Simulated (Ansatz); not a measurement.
## PH2⁺, triplet: vertical spin and charge gaps

Geometry (PBE0/def2-TZVP stationary point for this spin, not checked as a minimum):

```xyz
3

P     0.0000   -0.0418    0.0000
H     0.0000    0.6425   -1.2397
H     0.0000    0.6425    1.2397
```

Basis cc-pVTZ; Ansatz 0.2.0. Correlated methods freeze the noble-gas cores. Prefix R: restricted or restricted open-shell reference; prefix U: unrestricted. Active spaces: valence = (6e, 6o) chosen from the atoms' valence shells.

Gaps are energies of the second state less the first, at fixed atoms, for a selection of the levels run; each method lands on the state that its own search finds for that charge and spin.

For open shells CISD is restricted-active-space CI with the open shells as a complete middle space.

Task: PBE gives 8.860 eV for quintet less triplet. Estimate what UCCSDT(Q) gives in cc-pVTZ.

Result: UCCSDT(Q) in cc-pVTZ gives 9.007 eV, so against it PBE is off by -0.147 eV, of which a good part can be the reference's own basis and frozen-core error.

| level | gap (eV) | error (meV) |
| --- | --- | --- |
| RHF | 8.638 | -369 |
| UHF | 8.644 | -363 |
| RMP2 | 8.946 | -61 |
| UMP2 | 8.964 | -43 |
| CISD | 8.931 | -76 |
| RCCSD | 9.023 | 16 |
| UCCSD | 9.024 | 17 |
| RCCSD(T) | 9.011 | 4 |
| UCCSD(T) | 9.011 | 4 |
| BCCD(T) | 9.012 | 5 |
| RCCSDT | 9.010 | 3 |
| UCCSDT | 9.009 | 2 |
| RCCSDT(Q) | 9.007 | 0 |
| CASSCF (valence space) | 9.022 | 15 |
| NEVPT2 (valence space) | 8.908 | -99 |
| MRCISD (valence space) | 9.011 | 4 |
| MRCISD+Q (valence space) | 8.991 | -16 |
| revPBE | 8.893 | -114 |
| r2SCAN | 8.912 | -95 |
| PBE0 | 8.946 | -61 |
| B3LYP | 9.092 | 85 |
| wB97M-V | 9.192 | 185 |
| B2PLYP | 9.080 | 73 |
| RPA-PBE | 9.021 | 14 |

Full CI isn't at hand for all of this; UCCSDT(Q) serves as the reference, and is uncertain by about the last step of the cluster series. The frozen core follows each run's orbitals, which can shift R against U totals by a few meV.
